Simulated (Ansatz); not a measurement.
A calculation with Ansatz (development build ahead of 0.2.0).

```yaml
crystal:
  periodic: [false, false, false]
  atoms:
    - { symbol: C, position_ang: [0.0, 0.02634, -0.82042] }
    - { symbol: C, position_ang: [0.0, -0.02634, 0.82042] }
    - { symbol: O, position_ang: [0.0, 1.1494, -1.46588] }
    - { symbol: O, position_ang: [0.0, -1.1494, 1.46588] }
    - { symbol: H, position_ang: [0.0, -1.05854, -1.35256] }
    - { symbol: H, position_ang: [0.0, 1.05854, 1.35256] }
basis:
  gaussian: { orbitals: cc-pVDZ }
hamiltonian:
  xc: hf
correlation:
  method: mp2
  frozen_orbitals: { C: 1, H: 0, O: 1 }
```

The input is written out in the form of the current development build from the run's settings.

Output:

```json
{
 "Converged": "yes",
 "Reference energy": "-226.54696 hartree",
 "Correlation energy": "-0.64762 hartree",
 "Total energy": "-227.19458 hartree",
 "Spin squared of the determinant": "0.000"
}
```

Caution: in another basis set an unrestricted determinant lies well below.
